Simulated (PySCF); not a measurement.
## Atomic charges by several schemes

Species: thionylimide, HNOS.
Numbering: `[NH:1]=[S:2]=[O:3]` (hydrogens: H4 on N1)

Density: PBE0/pcSseg-1 (PySCF); schemes: Mulliken, IAO, Hirshfeld and ESP-fitted. Geometry: PBE0-D3(BJ)/def2-SVP; no solvent, vibrations or thermal averaging.

Q: Which atoms carry the highest charge in the Mulliken, IAO, Hirshfeld and ESP-fitted schemes?

A: All schemes agree: Mulliken S2 (+0.738); IAO S2 (+1.216); Hirshfeld S2 (+0.402); ESP-fitted S2 (+0.567).

Q: At which atom do the 4 schemes differ most?

A: At S2: from +0.402 (Hirshfeld) to +1.216 e (IAO), 0.814 e apart.

Q: For which atoms does the sign change between the 4 schemes (beyond +0.03 e in one, beyond −0.03 e in another)?

A: For none.

Q: Give the atomic charges in each scheme.

A: In e:

```csv
atom,environment,Mulliken,IAO,Hirshfeld,ESP-fitted
N1,nitrogen bonded to S and H,-0.453,-0.719,-0.243,-0.617
S2,sulfur bonded to N and O,+0.738,+1.216,+0.402,+0.567
O3,oxygen bonded to S,-0.492,-0.759,-0.288,-0.367
H4,N–H hydrogen,+0.207,+0.262,+0.130,+0.418
```

Mean size of the charges over all atoms: IAO 0.739 e, ESP-fitted 0.492 e, Mulliken 0.472 e, Hirshfeld 0.266 e. Each set sums to the total charge, 0, to within 0.001 e. The ESP scheme fits charges at the nuclei, held to the total charge, to the electrostatic potential on points at 1.4 to 2.0 times the van der Waals radii. The Hirshfeld scheme divides the density at each point in proportion to the densities of the neutral, spherically averaged free atoms.

Q: How many electrons does the IAO scheme count on N1?

A: Z − q = 7 − (-0.719) = 7.719.
